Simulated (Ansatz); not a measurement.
Two isomers of C4H8O: A = `CC1COC1`, B = `OCC1CC1`.

Gas-phase electronic energies from Ansatz, PBE0-D4/def2-TZVP geometries. CCSD(T)/CBS is the MP2 limit (def2-TZVPP, def2-QZVPP) plus CCSD(T) − MP2 in def2-TZVPP, frozen cores. Functionals use def2-TZVPP. B3LYP here is the variant with VWN-RPA as its local correlation; programs differ in this. One conformer a species, not always the lowest.

Question: Which isomer does CCSD(T)/CBS put lower? Give the gap. (An estimate is asked.)

Answer: Ansatz gave: B, by 18.1 kJ/mol.

Question: Give E(B) − E(A) in kJ/mol with B3LYP-D4, B3LYP, r2SCAN-D4, CCSD(T)/def2-TZVPP, HF/def2-TZVPP, PBE0-D4, PBE-D4. (Best estimate.)

Answer: Ansatz gave: B3LYP-D4 -14.6, B3LYP -16.0, r2SCAN-D4 -21.5, CCSD(T)/def2-TZVPP -15.6, HF/def2-TZVPP -12.9, PBE0-D4 -18.5, PBE-D4 -16.8. None reverses the order clearly.

Largest T1 diagnostic: 0.010.
